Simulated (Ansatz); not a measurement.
A calculation with Ansatz (development build ahead of 0.2.0).

```yaml
crystal:
  periodic: [false, false, false]
  atoms:
    - { symbol: Al, position_ang: [0.0, 0.0, -1.10732] }
    - { symbol: "N", position_ang: [0.0, 0.0, 1.10732] }
basis:
  gaussian: { orbitals: "6-31G" }
magnetization:
  initial_magnetization: 2
hamiltonian:
  xc: hf
correlation:
  method: bccd_t
  frozen_orbitals: { Al: 5, "N": 1 }
```

The input is written out in the form of the current development build from the run's settings. Correlation on restricted open-shell orbitals is semicanonical, with singles.

Results

```json
{"Converged": "yes", "Reference energy (starting determinant)": "-296.24046 hartree", "Correlation energy": "-0.11131 hartree", "Total energy": "-296.35176 hartree"}
```
